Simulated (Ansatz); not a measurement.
Cost and result for the atomization energy of C$_{3}$H$_{5}$NO, SMILES `NC#CCO` (10 atoms, 9 bonds).

```tsv
atom	x (Å)	y (Å)	z (Å)
N1	0.711	-1.155	-2.017
C2	0.420	-0.438	-0.923
C3	0.111	0.189	0.059
C4	-0.283	0.896	1.264
O5	-1.600	0.613	1.705
H6	1.508	-1.768	-1.945
H7	0.675	-0.657	-2.893
H8	0.447	0.674	2.056
H9	-0.248	1.976	1.097
H10	-1.741	-0.331	1.598
```

Charge 0, multiplicity 1. The structure was optimised at the PBE0-D4/def2-TZVP level. It is one conformer, not always the lowest. Program: Ansatz. All runs use 2 threads of an Arm Neoverse V1 on a shared host. Times are those of one run each, without the atoms' runs, and a repeat can differ threefold. Electronic energies, without spin–orbit coupling; frozen cores. CCSD(T)/CBS adds CCSD(T) − MP2 in def2-TZVPP to the MP2 limit, and its time is that of the two runs behind it. T1 = 0.012. HSE06 is the plane-wave form, built on full-range PBE exchange.

CCSD(T)/CBS is a level of theory with its own doubt, some kJ/mol a heavy atom from the limit and from the frozen cores, so smaller differences don't rank the functionals.

```tsv
level	functions	wall time	atomization (kcal/mol)	difference from CCSD(T)/CBS	per bond
PBE0-D4/def2-TZVPP	225	3 s	977.8	10.8	1.2
HSE06-D4/def2-TZVPP	225	3.5 s	978.9	11.9	1.3
CAM-B3LYP-D4/def2-TZVPP	225	3.7 s	975.3	8.3	0.9
r2SCAN-D4/def2-TZVPP (with forces)	225	6 s	970.0	3.0	0.3
r2SCANh-D4/def2-TZVPP	225	6 s	961.1	-5.9	-0.7
CCSD(T)/def2-SVP	95	6 s	913.2	-53.8	-6.0
B2PLYP/def2-TZVPP	225	7 s	962.1	-4.9	-0.5
PBE-QIDH/def2-TZVPP	225	7 s	963.1	-3.9	-0.4
ωB97X-V/def2-TZVPP	225	9.5 s	969.3	2.3	0.3
B97M-V/def2-TZVPP	225	12 s	967.7	0.7	0.1
MP2/def2-QZVPP	435	26 s	981.4	14.4	1.6
CCSD(T)/def2-TZVPP	225	2.8 min	937.9	-29.1	-3.2
CCSD(T)/CBS(def2)	–	3.2 min	967.0	0.0	0.0
```

From r2SCAN to r2SCAN0 (25 % exact exchange), in def2-TZVPP and without D4, the atomization energy moves by −21.8 kcal/mol: exact exchange takes away binding that semilocal exchange gives to molecules. At CCSD(T), def2-SVP lies −53.8 kcal/mol from the extrapolated value and def2-TZVPP −29.1 kcal/mol: correlation converges slowly with the basis, and small sets miss more of it in the bonded molecule than in its fragments. In def2-TZVPP, CCSD(T) changes the Hartree–Fock value by +277.2 kcal/mol (the triples alone add +18.8 kcal/mol) and MP2 by +303.4 kcal/mol; breaking electron pairs costs correlation energy, which Hartree–Fock lacks.
